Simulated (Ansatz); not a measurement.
The same path of CH$_{7}$AlO (10 atoms, charge 0, multiplicity 1) was run 3 times with different band settings. Lost on the way: Al1–H2, O5–H10. Made: H2–H10.

Level of theory: RKS PBE-D4/6-31G* in Ansatz.

Relaxed end points:

```xyz
10
Properties=species:S:1:pos:R:3
Al 0.082 -0.071 0.023
H 0.054 0.845 1.354
H 1.471 -0.349 -0.745
H -1.268 -0.105 -0.876
O -0.144 -1.845 0.987
C -0.459 -3.000 0.163
H 0.362 -3.075 -0.564
H -0.485 -3.903 0.794
H -1.414 -2.855 -0.368
H -0.834 -1.739 1.676
```

```xyz
10
Properties=species:S:1:pos:R:3
Al 0.114 -0.388 -0.991
H -0.298 -0.846 3.107
H 1.218 0.751 -0.846
H -1.120 -0.394 -2.015
O 0.297 -1.735 0.073
C -0.535 -2.882 0.151
H 0.063 -3.792 -0.049
H -0.956 -2.968 1.171
H -1.378 -2.856 -0.571
H -0.039 -0.988 2.415
```

Common settings: optimiser quadratic models (default); start path through a guess of the saddle point; force threshold 0.05 eV/Å; iteration limit 60; end points relaxed.

| run | movable images | climbing image | spring |
| --- | --- | --- | --- |
| 1 | 7 | yes | 5.0 eV/Å² |
| 2 | 3 | no | 5.0 eV/Å² |
| 3 | 7 | yes | 50.0 eV/Å² |

Q: What does each run give, and how far can it be trusted?

A: Run 1: converged after 15 iterations, highest image 0.590 eV above the first end. The profile has 2 maxima (images 1, 4) with wells between them (image 3): this band takes more than one step, which may be the mechanism or a detour left from its start path. A vibrational analysis at the climbing image gives one clearly imaginary mode, 1111i cm⁻¹: a first-order saddle point.
Run 2: converged after 11 iterations, highest image 0.064 eV above the first end. No image climbed, so the highest image needn't sit at the top of the path. A band with more images between the same ends climbed to 0.59 eV, so this one has probably stepped over the top. So few images can step over the top or miss a turn of the path.
Run 3: converged after 28 iterations, highest image 0.590 eV above the first end. The profile has 2 maxima (images 1, 4) with wells between them (image 3): this band takes more than one step, which may be the mechanism or a detour left from its start path. Another band between the same ends (7 images) ends at a top of the same energy, where a vibrational analysis finds 1 clearly imaginary mode.
The orbitals stay closed-shell, which can raise the energy where a bond breaks towards radicals; this wasn't checked here.
